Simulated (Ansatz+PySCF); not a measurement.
A calculation with PySCF 2.14.0.

```python
from pyscf import gto, scf, mp

mol = gto.M(atom="""
C 0.000000 0.000000 -0.693920
C 0.000000 0.000000 0.693920
H 0.219960 -0.862090 -1.231690
H -0.219960 0.862090 -1.231690
H -0.219960 -0.862090 1.231690
H 0.219960 0.862090 1.231690
""", basis='cc-pvtz', charge=1, spin=1)
mf = scf.UHF(mol)
mf.kernel()
pt = mp.MP2(mf, frozen=2).run()
print(mf.e_tot, pt.e_corr, pt.e_tot)
```

The script is written out from the run's settings.

The run gave:

```json
{
 "Converged": "yes",
 "Reference energy": "-77.73430 hartree",
 "Correlation energy": "-0.27298 hartree",
 "Total energy": "-78.00728 hartree",
 "Spin squared of the determinant": "0.760"
}
```

Caution: MP2 on this radical cation hangs on the determinant chosen.
